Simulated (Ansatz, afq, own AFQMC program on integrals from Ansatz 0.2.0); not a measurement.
Integrals from Ansatz 0.2.0, then the random walk in our own AFQMC program (afq).

```yaml
crystal:
  periodic: [false, false, false]
  atoms:
    - {symbol: Si, position_ang: [0.000000, 0.000000, 0.000000]}
    - {symbol: C, position_ang: [0.000000, 0.000000, 1.327000]}
basis:
  gaussian: {orbitals: 6-31G}
magnetization: {spin_polarized: true, initial_magnetization: 0}
correlation: {method: ccsd_t, electrons: outside_noble_gas, hamiltonian_folder: ham}
```

```sh
$ ansatz run in.yaml --threads 1 --pin off --events-out ev --progress --plain --max-ram 1382MiB
```

afq runs on the folder ham with

```
--method free --trial cisd --walkers 200 --time-step 0.03 --max-blocks 80 --target-error 0.00034 --factor-cut 1e-05 --seed 4992 --times 0,0.3,0.6,1.2,1.8,2.4,3.6,4.8,6 --taylor-order 8
```

Times are imaginary, in 1/Eh. The walk had a cap of 269 s.

afq prints:

```
orbitals 16  electrons 4 4  factors 96 of 270
reference energy -326.36747694 Eh
CCSD correlation -0.12992806 Eh in 16 cycles, weight of the determinant in the CISD state 0.6327
repeat  energy at the last time / Eh  error
    10  -326.510680  0.001579
    20  -326.507734  0.001509
    30  -326.508298  0.001231
    40  -326.508965  0.001110
    50  -326.508987  0.000987
    60  -326.509288  0.000905
time / (1/Eh)  energy / Eh  error  mean overlap
  0.00  -326.497711  0.000427  1.5831
  0.30  -326.501209  0.000343  1.5835
  0.60  -326.503544  0.000473  1.5814
  1.20  -326.504975  0.000492  1.5907
  1.80  -326.505948  0.000470  1.6032
  2.40  -326.506970  0.000588  1.6137
  3.60  -326.507265  0.000610  1.6494
  4.80  -326.508040  0.000783  1.6918
  6.00  -326.509577  0.000848  1.6933
energy -326.509577 +/- 0.000848 Eh
```

The time cap ended the run before it passed its tests.

Against this walk (error 23.1 meV) on the same determinant: CCSD(T) 161.9 meV higher, CCSDT(Q) 80.9 meV lower, CCSDTQ 93.8 meV lower, full CI 110.9 meV lower. The error is statistical, and a free projection of finite length keeps a remainder of its start. The determinant has ⟨S²⟩ = 1.49, so the low cluster orders mix in higher spin, and so can this walk. The projection is still falling at its last time (meV from the last point: 99 ± 13 at 1.80, 71 ± 16 at 2.40, 63 ± 17 at 3.60, 42 ± 21 at 4.80, 0 ± 23 at 6.00), so its energy is a cut-off value, and the gaps above aren't errors of the other methods. Full CI is exact here, so the walk's 111 meV above it is the walk's own error: what remains of the start. The determinant is a poor start (see the cautions), so the low cluster orders aren't to be relied on, and full CI is the sure value.

Cautions: remainder of the start not in the error; start not forgotten; start is not spin pure; error above the target (23.1 against 9.3 meV); strong correlation (T1 0.124, weight of the determinant 0.63, largest double 0.21); unrestricted determinant spin contaminated (⟨S²⟩ 1.49 against 0.00); CCSD(T) is in doubt: in a space of 8 electrons in 8 natural orbitals full CI lies 230 meV below it.

The walk took 4.5 min on 1 thread of Intel(R) Xeon(R) Processor @ 2.50GHz (Skylake/Cascade Lake), on a shared host. The log's last line is the free-projection energy.

CCSDT and higher add their correlation energy to the determinant of the CCSD(T) run, since their own runs factorise the integrals more tightly (a shift of under 2 meV). A walk keeps the symmetry of its determinant, which the program's search chose and which needn't be the lowest solution, so a lower state of the same spin and another symmetry isn't excluded.
